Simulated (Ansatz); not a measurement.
A short molecular-dynamics run on C5H9N, SMILES `CCC(C)C#N`.

```yaml
crystal:
  periodic: [false, false, false]
  atoms:
    - {symbol: C, position_ang: [-1.582997, -0.630118, 1.013730]}
    - {symbol: C, position_ang: [-0.677415, -0.544823, -0.200113]}
    - {symbol: C, position_ang: [0.645217, 0.181460, 0.067434]}
    - {symbol: C, position_ang: [1.567322, 0.173831, -1.149746]}
    - {symbol: C, position_ang: [0.395383, 1.552358, 0.504050]}
    - {symbol: N, position_ang: [0.188579, 2.635206, 0.831535]}
    - {symbol: H, position_ang: [-2.505269, -1.162559, 0.774214]}
    - {symbol: H, position_ang: [-1.854825, 0.364333, 1.375196]}
    - {symbol: H, position_ang: [-1.094762, -1.162506, 1.834615]}
    - {symbol: H, position_ang: [-1.191999, -0.038398, -1.022784]}
    - {symbol: H, position_ang: [-0.427486, -1.548558, -0.557704]}
    - {symbol: H, position_ang: [1.151807, -0.320009, 0.901329]}
    - {symbol: H, position_ang: [2.507226, 0.685682, -0.940071]}
    - {symbol: H, position_ang: [1.089997, 0.670361, -1.996749]}
    - {symbol: H, position_ang: [1.789240, -0.856258, -1.434947]}
basis:
  gaussian: {orbitals: def2-SVP}
hamiltonian: {xc: {name: BLYP}, dispersion: d4}
md: {timestep: 0.5 fs, n_steps: 20, ensemble: nve, temperature: 300, initial_velocities: maxwell_boltzmann, seed: 838}
```

```sh
$ ansatz run in.yaml --threads 2 --pin off --events-out ev --progress --plain --max-ram 32768MiB --backend cpu
```

| step | time (fs) | potential energy (eV) | kinetic (eV) | T (K) | conserved (eV) |
| --- | --- | --- | --- | --- | --- |
| 0 | 0.0 | -6813.6111 | 0.5041 | 300 | -6813.1070 |
| 1 | 0.5 | -6813.5896 | 0.4830 | 287 | -6813.1067 |
| 2 | 1.0 | -6813.5613 | 0.4550 | 271 | -6813.1063 |
| 3 | 1.5 | -6813.5321 | 0.4262 | 254 | -6813.1060 |
| 4 | 2.0 | -6813.5069 | 0.4010 | 239 | -6813.1059 |
| 5 | 2.5 | -6813.4871 | 0.3811 | 227 | -6813.1060 |
| 6 | 3.0 | -6813.4707 | 0.3644 | 217 | -6813.1063 |
| 7 | 3.5 | -6813.4538 | 0.3473 | 207 | -6813.1065 |
| 8 | 4.0 | -6813.4329 | 0.3263 | 194 | -6813.1066 |
| 9 | 4.5 | -6813.4063 | 0.2998 | 178 | -6813.1065 |
| 10 | 5.0 | -6813.3756 | 0.2694 | 160 | -6813.1062 |
| 11 | 5.5 | -6813.3445 | 0.2386 | 142 | -6813.1059 |
| 12 | 6.0 | -6813.3178 | 0.2122 | 126 | -6813.1056 |
| 13 | 6.5 | -6813.3001 | 0.1946 | 116 | -6813.1054 |
| 14 | 7.0 | -6813.2942 | 0.1888 | 112 | -6813.1054 |
| 15 | 7.5 | -6813.3013 | 0.1959 | 117 | -6813.1054 |
| 16 | 8.0 | -6813.3206 | 0.2151 | 128 | -6813.1056 |
| 17 | 8.5 | -6813.3496 | 0.2438 | 145 | -6813.1058 |
| 18 | 9.0 | -6813.3847 | 0.2786 | 166 | -6813.1061 |
| 19 | 9.5 | -6813.4214 | 0.3151 | 187 | -6813.1064 |
| 20 | 10.0 | -6813.4553 | 0.3487 | 207 | -6813.1067 |

Velocities are drawn at the set temperature; a run this short doesn't reach equilibrium.

Frames (Å, forces in eV/Å):

```xyz
15
time=0.0 fs
C    -1.583   -0.630    1.014   -0.017   -0.021   -0.064
C    -0.677   -0.545   -0.200   -0.025   -0.054    0.097
C     0.645    0.181    0.067   -0.024    0.117   -0.057
C     1.567    0.174   -1.150    0.041   -0.040    0.024
C     0.395    1.552    0.504    0.416   -1.801   -0.475
N     0.189    2.635    0.832   -0.478    2.395    0.711
H    -2.505   -1.163    0.774   -0.482   -0.268   -0.089
H    -1.855    0.364    1.375   -0.147    0.475    0.199
H    -1.095   -1.163    1.835    0.224   -0.259    0.425
H    -1.192   -0.038   -1.023   -0.250    0.226   -0.421
H    -0.427   -1.549   -0.558    0.092   -0.493   -0.197
H     1.152   -0.320    0.901    0.247   -0.266    0.386
H     2.507    0.686   -0.940    0.487    0.249    0.076
H     1.090    0.670   -1.997   -0.219    0.241   -0.438
H     1.789   -0.856   -1.435    0.135   -0.502   -0.178
15
time=0.5 fs
C    -1.585   -0.631    1.015   -0.079    0.048   -0.207
C    -0.678   -0.545   -0.200    0.201    0.031    0.431
C     0.650    0.185    0.068   -0.121   -0.156    0.046
C     1.567    0.173   -1.152    0.017    0.070    0.015
C     0.392    1.551    0.506    0.550   -2.150   -0.600
N     0.190    2.633    0.830   -0.567    2.803    0.835
H    -2.510   -1.162    0.767   -0.385   -0.260   -0.012
H    -1.860    0.361    1.380   -0.152    0.498    0.150
H    -1.090   -1.149    1.837    0.227   -0.384    0.490
H    -1.181   -0.044   -1.017   -0.479    0.456   -0.705
H    -0.434   -1.540   -0.566    0.169   -0.699   -0.204
H     1.152   -0.325    0.907    0.194   -0.151    0.235
H     2.508    0.680   -0.950    0.588    0.311    0.158
H     1.100    0.687   -1.998   -0.234    0.108   -0.385
H     1.797   -0.857   -1.428    0.071   -0.526   -0.248
15
time=1.0 fs
C    -1.588   -0.632    1.016   -0.155    0.110   -0.303
C    -0.680   -0.545   -0.199    0.403    0.084    0.707
C     0.654    0.189    0.069   -0.201   -0.447    0.156
C     1.567    0.172   -1.155    0.031    0.180   -0.026
C     0.388    1.550    0.509    0.657   -2.368   -0.682
N     0.191    2.631    0.828   -0.632    3.095    0.922
H    -2.515   -1.162    0.760   -0.258   -0.234    0.074
H    -1.866    0.359    1.386   -0.146    0.479    0.089
H    -1.085   -1.136    1.841    0.204   -0.477    0.511
H    -1.172   -0.048   -1.012   -0.676    0.658   -0.945
H    -0.440   -1.534   -0.574    0.230   -0.850   -0.194
H     1.154   -0.330    0.912    0.134   -0.028    0.069
H     2.510    0.675   -0.960    0.640    0.345    0.226
H     1.110    0.703   -2.001   -0.231   -0.044   -0.299
H     1.805   -0.858   -1.422   -0.001   -0.504   -0.305
15
time=1.5 fs
C    -1.590   -0.633    1.018   -0.230    0.164   -0.345
C    -0.680   -0.545   -0.198    0.562    0.111    0.881
C     0.658    0.193    0.069   -0.269   -0.745    0.260
C     1.567    0.171   -1.158    0.095    0.285   -0.088
C     0.384    1.548    0.511    0.733   -2.435   -0.717
N     0.192    2.630    0.826   -0.669    3.250    0.967
H    -2.521   -1.163    0.754   -0.114   -0.196    0.163
H    -1.872    0.359    1.391   -0.129    0.423    0.016
H    -1.080   -1.124    1.845    0.155   -0.536    0.484
H    -1.164   -0.050   -1.010   -0.816    0.806   -1.103
H    -0.445   -1.529   -0.584    0.272   -0.927   -0.163
H     1.155   -0.336    0.918    0.073    0.096   -0.096
H     2.514    0.671   -0.969    0.636    0.349    0.279
H     1.120    0.720   -2.004   -0.217   -0.207   -0.192
H     1.813   -0.861   -1.417   -0.080   -0.436   -0.347
15
time=2.0 fs
C    -1.593   -0.635    1.019   -0.291    0.212   -0.331
C    -0.681   -0.546   -0.197    0.663    0.122    0.918
C     0.662    0.196    0.070   -0.332   -1.043    0.344
C     1.567    0.171   -1.160    0.212    0.383   -0.156
C     0.381    1.546    0.513    0.777   -2.342   -0.704
N     0.193    2.630    0.825   -0.680    3.259    0.969
H    -2.527   -1.164    0.747    0.035   -0.153    0.252
H    -1.878    0.359    1.397   -0.103    0.336   -0.064
H    -1.074   -1.114    1.851    0.077   -0.562    0.410
H    -1.158   -0.051   -1.011   -0.883    0.881   -1.148
H    -0.450   -1.527   -0.593    0.292   -0.923   -0.106
H     1.157   -0.341    0.924    0.019    0.210   -0.249
H     2.519    0.668   -0.977    0.575    0.322    0.317
H     1.128    0.736   -2.008   -0.198   -0.371   -0.075
H     1.821   -0.865   -1.412   -0.163   -0.330   -0.375
15
time=2.5 fs
C    -1.596   -0.636    1.020   -0.328    0.254   -0.269
C    -0.682   -0.546   -0.196    0.699    0.127    0.805
C     0.667    0.200    0.071   -0.392   -1.331    0.401
C     1.567    0.170   -1.163    0.378    0.471   -0.220
C     0.378    1.543    0.515    0.792   -2.090   -0.645
N     0.194    2.630    0.824   -0.667    3.123    0.930
H    -2.533   -1.166    0.742    0.178   -0.109    0.334
H    -1.884    0.360    1.402   -0.071    0.229   -0.147
H    -1.068   -1.105    1.858   -0.023   -0.559    0.296
H    -1.154   -0.050   -1.014   -0.872    0.871   -1.069
H    -0.454   -1.527   -0.603    0.290   -0.840   -0.024
H     1.158   -0.345    0.929   -0.025    0.309   -0.381
H     2.526    0.665   -0.985    0.465    0.270    0.340
H     1.137    0.751   -2.012   -0.178   -0.528    0.040
H     1.828   -0.870   -1.408   -0.247   -0.196   -0.392
15
time=3.0 fs
C    -1.598   -0.637    1.021   -0.336    0.293   -0.169
C    -0.683   -0.546   -0.195    0.675    0.133    0.555
C     0.671    0.203    0.072   -0.453   -1.602    0.424
C     1.567    0.170   -1.166    0.581    0.546   -0.269
C     0.375    1.540    0.517    0.781   -1.694   -0.546
N     0.194    2.630    0.822   -0.632    2.854    0.854
H    -2.539   -1.168    0.737    0.304   -0.071    0.407
H    -1.891    0.361    1.407   -0.034    0.111   -0.228
H    -1.062   -1.097    1.866   -0.138   -0.534    0.154
H    -1.152   -0.046   -1.020   -0.788    0.783   -0.874
H    -0.457   -1.529   -0.612    0.270   -0.691    0.078
H     1.160   -0.349    0.934   -0.054    0.388   -0.483
H     2.533    0.664   -0.992    0.318    0.199    0.352
H     1.145    0.765   -2.016   -0.163   -0.669    0.144
H     1.835   -0.875   -1.406   -0.330   -0.047   -0.399
15
time=3.5 fs
C    -1.601   -0.637    1.022   -0.314    0.328   -0.047
C    -0.683   -0.546   -0.194    0.603    0.142    0.204
C     0.675    0.206    0.073   -0.517   -1.847    0.411
C     1.568    0.169   -1.168    0.805    0.607   -0.296
C     0.372    1.537    0.518    0.748   -1.178   -0.413
N     0.195    2.632    0.822   -0.581    2.473    0.749
H    -2.544   -1.170    0.733    0.407   -0.041    0.468
H    -1.898    0.363    1.412    0.004   -0.006   -0.303
H    -1.057   -1.091    1.874   -0.260   -0.494   -0.003
H    -1.152   -0.041   -1.028   -0.651    0.633   -0.592
H    -0.460   -1.533   -0.622    0.236   -0.493    0.195
H     1.161   -0.352    0.937   -0.067    0.442   -0.553
H     2.542    0.662   -0.998    0.149    0.117    0.354
H     1.152    0.778   -2.019   -0.155   -0.788    0.229
H     1.841   -0.880   -1.404   -0.407    0.105   -0.401
15
time=4.0 fs
C    -1.604   -0.638    1.023   -0.262    0.362    0.082
C    -0.683   -0.546   -0.192    0.501    0.154   -0.202
C     0.679    0.208    0.074   -0.585   -2.061    0.360
C     1.568    0.169   -1.171    1.032    0.651   -0.296
C     0.369    1.533    0.520    0.701   -0.574   -0.259
N     0.195    2.633    0.821   -0.518    2.008    0.623
H    -2.548   -1.172    0.730    0.480   -0.022    0.512
H    -1.904    0.365    1.416    0.041   -0.114   -0.369
H    -1.052   -1.085    1.882   -0.380   -0.447   -0.160
H    -1.154   -0.034   -1.037   -0.482    0.444   -0.262
H    -0.462   -1.538   -0.631    0.193   -0.270    0.316
H     1.162   -0.354    0.938   -0.064    0.471   -0.588
H     2.551    0.661   -1.003   -0.026    0.032    0.350
H     1.159    0.788   -2.022   -0.156   -0.880    0.291
H     1.846   -0.886   -1.403   -0.474    0.248   -0.398
15
time=4.5 fs
C    -1.607   -0.639    1.024   -0.184    0.394    0.204
C    -0.684   -0.546   -0.191    0.386    0.165   -0.613
C     0.682    0.210    0.075   -0.658   -2.238    0.273
C     1.569    0.169   -1.174    1.245    0.678   -0.266
C     0.366    1.529    0.521    0.644    0.080   -0.093
N     0.196    2.635    0.820   -0.450    1.489    0.485
H    -2.551   -1.174    0.729    0.522   -0.017    0.541
H    -1.911    0.367    1.419    0.073   -0.205   -0.421
H    -1.048   -1.081    1.889   -0.488   -0.399   -0.306
H    -1.156   -0.026   -1.047   -0.303    0.240    0.079
H    -0.464   -1.543   -0.640    0.148   -0.044    0.432
H     1.164   -0.355    0.939   -0.045    0.473   -0.587
H     2.560    0.660   -1.008   -0.193   -0.048    0.341
H     1.166    0.796   -2.025   -0.168   -0.941    0.325
H     1.850   -0.890   -1.403   -0.529    0.371   -0.393
15
time=5.0 fs
C    -1.610   -0.640    1.025   -0.082    0.424    0.308
C    -0.684   -0.546   -0.190    0.270    0.174   -0.991
C     0.686    0.212    0.076   -0.739   -2.370    0.151
C     1.570    0.169   -1.177    1.432    0.688   -0.204
C     0.364    1.525    0.523    0.585    0.748    0.073
N     0.196    2.637    0.819   -0.381    0.949    0.345
H    -2.553   -1.176    0.728    0.531   -0.025    0.552
H    -1.917    0.368    1.421    0.100   -0.273   -0.458
H    -1.045   -1.078    1.896   -0.579   -0.354   -0.431
H    -1.160   -0.017   -1.056   -0.132    0.041    0.400
H    -0.465   -1.549   -0.647    0.104    0.168    0.537
H     1.165   -0.355    0.938   -0.010    0.447   -0.551
H     2.568    0.659   -1.011   -0.340   -0.118    0.330
H     1.172    0.802   -2.026   -0.189   -0.968    0.330
H     1.853   -0.894   -1.404   -0.570    0.468   -0.388
15
time=5.5 fs
C    -1.613   -0.640    1.026    0.040    0.450    0.384
C    -0.684   -0.546   -0.189    0.164    0.183   -1.309
C     0.690    0.213    0.077   -0.827   -2.453   -0.001
C     1.571    0.169   -1.180    1.581    0.681   -0.111
C     0.361    1.522    0.525    0.529    1.394    0.229
N     0.196    2.639    0.819   -0.316    0.416    0.209
H    -2.553   -1.179    0.729    0.507   -0.047    0.546
H    -1.924    0.368    1.422    0.120   -0.314   -0.480
H    -1.044   -1.075    1.902   -0.647   -0.316   -0.529
H    -1.164   -0.009   -1.065    0.021   -0.139    0.678
H    -0.467   -1.554   -0.653    0.064    0.352    0.624
H     1.166   -0.353    0.935    0.040    0.395   -0.479
H     2.575    0.658   -1.014   -0.459   -0.173    0.317
H     1.178    0.806   -2.027   -0.221   -0.962    0.304
H     1.854   -0.896   -1.406   -0.596    0.532   -0.383
15
time=6.0 fs
C    -1.615   -0.641    1.027    0.176    0.473    0.428
C    -0.684   -0.546   -0.188    0.071    0.192   -1.548
C     0.693    0.213    0.079   -0.924   -2.484   -0.178
C     1.572    0.169   -1.183    1.687    0.659    0.013
C     0.359    1.518    0.526    0.482    1.986    0.367
N     0.196    2.642    0.818   -0.257   -0.085    0.085
H    -2.552   -1.181    0.732    0.452   -0.081    0.523
H    -1.930    0.368    1.421    0.130   -0.327   -0.484
H    -1.044   -1.074    1.906   -0.689   -0.285   -0.593
H    -1.168    0.000   -1.072    0.149   -0.291    0.901
H    -0.467   -1.558   -0.658    0.031    0.497    0.688
H     1.167   -0.351    0.932    0.103    0.319   -0.377
H     2.582    0.656   -1.016   -0.544   -0.212    0.304
H     1.184    0.808   -2.027   -0.262   -0.921    0.250
H     1.854   -0.897   -1.409   -0.605    0.560   -0.378
15
time=6.5 fs
C    -1.618   -0.641    1.029    0.322    0.489    0.436
C    -0.684   -0.546   -0.187   -0.006    0.203   -1.702
C     0.696    0.213    0.080   -1.029   -2.460   -0.373
C     1.574    0.169   -1.186    1.745    0.623    0.165
C     0.357    1.515    0.528    0.447    2.499    0.481
N     0.197    2.644    0.818   -0.207   -0.534   -0.023
H    -2.550   -1.184    0.735    0.369   -0.127    0.485
H    -1.935    0.367    1.420    0.132   -0.309   -0.472
H    -1.045   -1.073    1.909   -0.703   -0.264   -0.623
H    -1.171    0.007   -1.077    0.248   -0.411    1.064
H    -0.468   -1.561   -0.660    0.007    0.598    0.727
H     1.168   -0.348    0.927    0.177    0.223   -0.247
H     2.587    0.654   -1.018   -0.591   -0.232    0.291
H     1.188    0.807   -2.026   -0.312   -0.849    0.168
H     1.853   -0.897   -1.413   -0.599    0.551   -0.375
15
time=7.0 fs
C    -1.621   -0.642    1.030    0.472    0.497    0.405
C    -0.684   -0.546   -0.187   -0.066    0.220   -1.768
C     0.699    0.213    0.081   -1.142   -2.383   -0.577
C     1.576    0.170   -1.189    1.751    0.575    0.340
C     0.355    1.513    0.529    0.427    2.911    0.564
N     0.197    2.646    0.817   -0.167   -0.914   -0.111
H    -2.548   -1.186    0.740    0.265   -0.181    0.433
H    -1.941    0.365    1.417    0.124   -0.264   -0.444
H    -1.049   -1.073    1.911   -0.687   -0.252   -0.615
H    -1.174    0.014   -1.080    0.319   -0.497    1.165
H    -0.469   -1.563   -0.662   -0.009    0.652    0.739
H     1.170   -0.344    0.922    0.257    0.111   -0.098
H     2.590    0.651   -1.018   -0.599   -0.233    0.278
H     1.192    0.804   -2.025   -0.367   -0.747    0.063
H     1.850   -0.896   -1.418   -0.576    0.505   -0.373
15
time=7.5 fs
C    -1.624   -0.642    1.032    0.617    0.497    0.335
C    -0.684   -0.545   -0.187   -0.109    0.243   -1.746
C     0.702    0.212    0.082   -1.258   -2.259   -0.779
C     1.579    0.171   -1.192    1.706    0.519    0.530
C     0.353    1.511    0.531    0.425    3.209    0.615
N     0.197    2.648    0.817   -0.139   -1.214   -0.178
H    -2.544   -1.190    0.746    0.145   -0.240    0.371
H    -1.946    0.362    1.414    0.107   -0.192   -0.402
H    -1.054   -1.073    1.911   -0.643   -0.250   -0.570
H    -1.176    0.019   -1.080    0.360   -0.548    1.206
H    -0.470   -1.563   -0.661   -0.016    0.656    0.724
H     1.172   -0.340    0.917    0.339   -0.008    0.060
H     2.593    0.647   -1.018   -0.568   -0.216    0.266
H     1.196    0.800   -2.024   -0.427   -0.622   -0.059
H     1.845   -0.893   -1.424   -0.539    0.424   -0.372
15
time=8.0 fs
C    -1.626   -0.642    1.033    0.747    0.486    0.225
C    -0.684   -0.545   -0.188   -0.132    0.273   -1.638
C     0.704    0.211    0.083   -1.371   -2.096   -0.964
C     1.582    0.171   -1.195    1.607    0.459    0.724
C     0.351    1.509    0.533    0.442    3.384    0.632
N     0.197    2.650    0.816   -0.123   -1.428   -0.221
H    -2.540   -1.194    0.752    0.021   -0.297    0.301
H    -1.950    0.359    1.409    0.081   -0.099   -0.347
H    -1.060   -1.074    1.910   -0.571   -0.257   -0.489
H    -1.177    0.023   -1.076    0.372   -0.563    1.186
H    -0.471   -1.561   -0.659   -0.014    0.612    0.682
H     1.175   -0.336    0.912    0.414   -0.125    0.214
H     2.594    0.643   -1.017   -0.499   -0.181    0.254
H     1.198    0.794   -2.023   -0.485   -0.481   -0.188
H     1.839   -0.889   -1.430   -0.489    0.313   -0.371
15
time=8.5 fs
C    -1.629   -0.642    1.035    0.853    0.464    0.079
C    -0.684   -0.545   -0.189   -0.136    0.307   -1.446
C     0.706    0.209    0.083   -1.475   -1.905   -1.116
C     1.585    0.172   -1.197    1.455    0.399    0.910
C     0.349    1.509    0.535    0.478    3.433    0.614
N     0.197    2.652    0.815   -0.118   -1.551   -0.241
H    -2.537   -1.198    0.760   -0.099   -0.348    0.227
H    -1.955    0.356    1.404    0.049    0.011   -0.283
H    -1.068   -1.075    1.908   -0.473   -0.272   -0.376
H    -1.177    0.026   -1.070    0.353   -0.542    1.106
H    -0.472   -1.559   -0.655   -0.003    0.519    0.614
H     1.180   -0.333    0.908    0.476   -0.230    0.350
H     2.593    0.639   -1.016   -0.393   -0.129    0.242
H     1.199    0.786   -2.022   -0.538   -0.332   -0.312
H     1.833   -0.885   -1.437   -0.430    0.178   -0.369
15
time=9.0 fs
C    -1.631   -0.642    1.036    0.925    0.429   -0.098
C    -0.684   -0.545   -0.190   -0.117    0.342   -1.173
C     0.708    0.207    0.084   -1.559   -1.700   -1.222
C     1.588    0.173   -1.200    1.251    0.343    1.071
C     0.347    1.509    0.538    0.532    3.356    0.563
N     0.197    2.653    0.815   -0.125   -1.582   -0.239
H    -2.533   -1.204    0.768   -0.204   -0.385    0.154
H    -1.959    0.353    1.398    0.013    0.127   -0.212
H    -1.077   -1.077    1.904   -0.352   -0.294   -0.234
H    -1.177    0.028   -1.062    0.304   -0.484    0.967
H    -0.473   -1.554   -0.649    0.017    0.381    0.522
H     1.185   -0.330    0.904    0.514   -0.312    0.453
H     2.592    0.634   -1.014   -0.257   -0.064    0.231
H     1.198    0.778   -2.022   -0.578   -0.188   -0.419
H     1.825   -0.880   -1.446   -0.363    0.030   -0.364
15
time=9.5 fs
C    -1.633   -0.642    1.038    0.955    0.383   -0.299
C    -0.684   -0.544   -0.192   -0.073    0.372   -0.822
C     0.710    0.204    0.084   -1.617   -1.493   -1.268
C     1.592    0.174   -1.202    1.000    0.292    1.192
C     0.345    1.510    0.540    0.602    3.159    0.482
N     0.197    2.654    0.814   -0.141   -1.523   -0.214
H    -2.530   -1.210    0.776   -0.284   -0.401    0.083
H    -1.964    0.350    1.391   -0.025    0.241   -0.139
H    -1.087   -1.080    1.901   -0.216   -0.319   -0.072
H    -1.176    0.028   -1.051    0.224   -0.387    0.769
H    -0.474   -1.549   -0.643    0.043    0.205    0.410
H     1.192   -0.327    0.901    0.522   -0.362    0.509
H     2.590    0.630   -1.012   -0.098    0.011    0.220
H     1.197    0.770   -2.023   -0.599   -0.058   -0.495
H     1.816   -0.875   -1.455   -0.292   -0.120   -0.355
15
time=10.0 fs
C    -1.635   -0.642    1.039    0.939    0.326   -0.509
C    -0.684   -0.544   -0.193   -0.003    0.387   -0.405
C     0.711    0.201    0.084   -1.639   -1.294   -1.250
C     1.596    0.175   -1.204    0.707    0.247    1.260
C     0.344    1.511    0.542    0.687    2.850    0.373
N     0.197    2.655    0.813   -0.167   -1.377   -0.170
H    -2.527   -1.217    0.784   -0.331   -0.393    0.019
H    -1.968    0.348    1.384   -0.061    0.342   -0.067
H    -1.098   -1.084    1.897   -0.072   -0.343    0.099
H    -1.174    0.027   -1.038    0.112   -0.254    0.515
H    -0.475   -1.544   -0.635    0.074   -0.001    0.282
H     1.199   -0.326    0.900    0.494   -0.376    0.513
H     2.588    0.625   -1.009    0.076    0.092    0.208
H     1.193    0.761   -2.026   -0.595    0.049   -0.527
H     1.807   -0.870   -1.465   -0.220   -0.257   -0.339
```

Run time 52 s (2 threads of an AMD EPYC 7R13 on a shared host); peak host memory 0.21 GiB.
